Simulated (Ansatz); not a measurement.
```yaml
crystal:
  periodic: [false, false, false]
  atoms:
    - {symbol: O, position_ang: [-0.873234, -0.417919, -0.713843]}
    - {symbol: P, position_ang: [0.384647, 0.530142, -0.508979]}
    - {symbol: O, position_ang: [1.310907, -0.129456, 0.598643]}
    - {symbol: H, position_ang: [-0.887048, -1.115856, -1.327123]}
    - {symbol: H, position_ang: [-0.408120, 1.494608, 0.130186]}
    - {symbol: H, position_ang: [0.655357, -0.314033, 1.409795]}
basis:
  gaussian: {orbitals: aug-cc-pVTZ, fitting: {mean_field: cc-pVTZ-jkfit}, point_charges: [{charge: 0.50, position_ang: [5.454, 0.044, -0.316]}]}
hamiltonian: {xc: {name: HF}}
correlation: {method: mp2, frozen_orbitals: {O: 9}}
output: {forces: true}
```

```sh
$ ansatz run in.yaml --threads 2 --pin off --events-out ev --progress --plain --max-ram 4352MiB
```

Output, abridged:

```
Functional definition: HF
Error: "frozen_orbitals" has no count for P
```

Question: Something in this input is off. What?

Answer: Frozen orbitals are typed for one element alone, and the program wants a count for each. The program refused the input.
